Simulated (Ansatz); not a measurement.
## A Morse fit to a bond in H2Se, singlet, and a point to predict

Starting geometry (PBE0/def2-TZVP stationary point for this spin, which needn't be the lowest; state A1):

```yaml
atoms:
  - { symbol: Se, position_ang: [0.0000, -0.0256, 0.0000] }
  - { symbol: H, position_ang: [0.0000, 1.0009, -1.0478] }
  - { symbol: H, position_ang: [0.0000, 1.0009, 1.0478] }
```

Atom H3 moves along the line of the distance Se1-H3, all else staying in place. Energies are in eV from the starting point at each level.

Basis 6-31G (Cartesian d functions); Ansatz 0.2.0. Correlated methods freeze the noble-gas cores and the filled d shells of p-block atoms. No spin–orbit coupling is included, and no scalar relativity.

Full CI is exact within this basis and frozen core; it isn't the basis-set limit.

```
distance Se1-H3 (Å)  full CI   PBE0
              1.146    2.199  2.118
              1.349    0.263  0.235
              1.467    0.000  0.000
              1.618    0.092  0.136
              1.758        ?      ?
              1.976    0.963  1.198
              2.305    1.777  2.297
              2.647    2.354  2.920
              3.229    2.772  3.233
              3.992    2.878  3.306
              4.888    2.892  3.319
```

A Morse curve E(r) = E0 + De (1 − exp(−a (r − re)))² is laid through the three points about the minimum (1.349, 1.467, 1.618 Å), with E0 + De set to the last point:

| level | re (Å) | a (1/Å) | E0 (eV) | De (eV) | k = 2 De a² (eV/Å²) |
| --- | --- | --- | --- | --- | --- |
| full CI | 1.500 | 1.771 | -0.011 | 2.903 | 18.2 |
| PBE0 | 1.486 | 1.736 | -0.004 | 3.323 | 20.0 |

Use the full-CI fit to predict the withheld energy at 1.758 Å.

exp(−1.771 × (1.758 − 1.500)) = 0.6332; E = -0.011 + 2.903 × (1 − 0.6332)² = 0.380 eV. Full CI in 6-31G gives 0.384 eV, so the Morse form is 0.004 eV too low there (0.2 % of De). PBE0 gives 0.487 eV.

Unrestricted Kohn–Sham rows aren't spin-pure: their determinants' ⟨S²⟩ exceeds S(S+1) by up to 1.00, so they mix in states of higher spin.

Kohn–Sham is unrestricted where that lies lower.

De here is the energy of pulling rigid fragments apart in this basis, without relaxation or zero-point terms. The set has no polarisation functions, so bonds come out too long and too weak, lengths by little and strengths by some 10 % for bonds to hydrogen.

In so small a basis the reference is far from its limit while semilocal and hybrid functionals are nearer theirs, so the functionals' errors here hold much of the reference's basis and frozen-core error, which can add to them or hide them.
